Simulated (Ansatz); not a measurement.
in.yaml

```yaml
crystal:
  periodic: [false, false, false]
  atoms:
    - {symbol: Si, position_ang: [0.000000, 0.000000, -0.379933]}
    - {symbol: Be, position_ang: [0.000000, 0.000000, -2.459133]}
    - {symbol: H, position_ang: [0.000000, 0.000000, 2.839067]}
basis:
  gaussian: {orbitals: 6-31G}
magnetization: {spin_polarized: false, initial_magnetization: 3}
correlation: {method: fic_mrcisd_q, electrons: outside_noble_gas, active_space: {window: {electrons: 5, orbitals: 5}}}
```

```sh
$ ansatz run in.yaml --threads 1 --pin off --events-out ev --progress --plain --max-ram 2393MiB
```

Question: Roughly how long does this take on 1 thread of Arm Neoverse V1, shared host, and how much host memory?

Answer: 1.1 s wall and 0.14 GiB.

```
297 factors; integrals over basis functions are off by at most 2.3e-4 eV
mean field evaluation 1: about -8268.5680 eV, gradient 7.2e0 eV
mean field evaluation 2: about -8268.5720 eV, gradient 7.2e0 eV
mean field evaluation 4: about -8269.4743 eV, gradient 1.4e0 eV
mean field evaluation 8: about -8269.5037 eV, gradient 4.1e-3 eV
mean field evaluation 16: about -8269.4291 eV, gradient 7.2e-2 eV
mean field evaluation 32: about -8265.3659 eV, gradient 5.0e0 eV
mean field -8269.50365181 eV, -303.8986539332 hartree, gradient 1.2e-6 eV, S^2 3.750000; 4 other end points of the search recorded, 0 dependent functions left out
reference -8269.50365181 eV, -303.8986539332 hartree; 11, 8 occupied and 13, 16 virtual orbitals, 297 factors
state -8270.40110912 eV, -303.9316348809 hartree
contracted CI cycle   1: correlation 0.00000000 eV, 0.0000000000 hartree, residual 5.81e0 eV
contracted CI cycle   2: correlation -1.26585825 eV, -0.0465194325 hartree, residual 1.38e0 eV
contracted CI cycle   3: correlation -1.36596012 eV, -0.0501981086 hartree, residual 5.41e-1 eV
contracted CI cycle   4: correlation -1.37956977 eV, -0.0506982539 hartree, residual 1.84e-1 eV
contracted CI cycle   5: correlation -1.38083291 eV, -0.0507446733 hartree, residual 6.30e-2 eV
contracted CI cycle   6: correlation -1.38097814 eV, -0.0507500105 hartree, residual 2.23e-2 eV
contracted CI cycle   7: correlation -1.38099810 eV, -0.0507507442 hartree, residual 8.38e-3 eV
contracted CI cycle   8: correlation -1.38100098 eV, -0.0507508501 hartree, residual 3.30e-3 eV
contracted CI cycle   9: correlation -1.38100142 eV, -0.0507508662 hartree, residual 1.13e-3 eV
contracted CI cycle  10: correlation -1.38100147 eV, -0.0507508679 hartree, residual 3.80e-4 eV
state -8270.40110912 eV, -303.9316348809 hartree; corrected -8271.89630060 eV, -303.9865821544 hartree
Total energy: -8271.89630060 eV, -303.9865821544 hartree
```

For the same geometry and basis full CI lies 100.1 meV lower.
